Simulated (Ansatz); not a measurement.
Start from C in the diamond structure (space group Fd-3m, No. 227; a = 3.560 Å).

Computed with r2SCAN (Ansatz, a first-principles code; PAW; 500 eV plane waves; without spin-orbit coupling).

```tsv
level	band gap	lattice parameter a
r2SCAN	4.36 eV	3.560 Å
```

Measured: band gap 5.48 eV (0 K or low temperature; as listed in arXiv:1206.3780); lattice parameter a 3.553 Å (static lattice; corrected from measurement; as listed in Daniel Mejia-Rodriguez, S. B. Trickey, Phys. Rev. B (2018)).

Computed minus measured — band gap: r2SCAN -1.12 eV; lattice parameter a: r2SCAN +0.2 %. Measured values not marked as corrected hold thermal and zero-point effects that the static-lattice runs lack. A measured gap can be an optical one, lowered by exciton binding.

Whether these cells are dynamically stable was not tested.
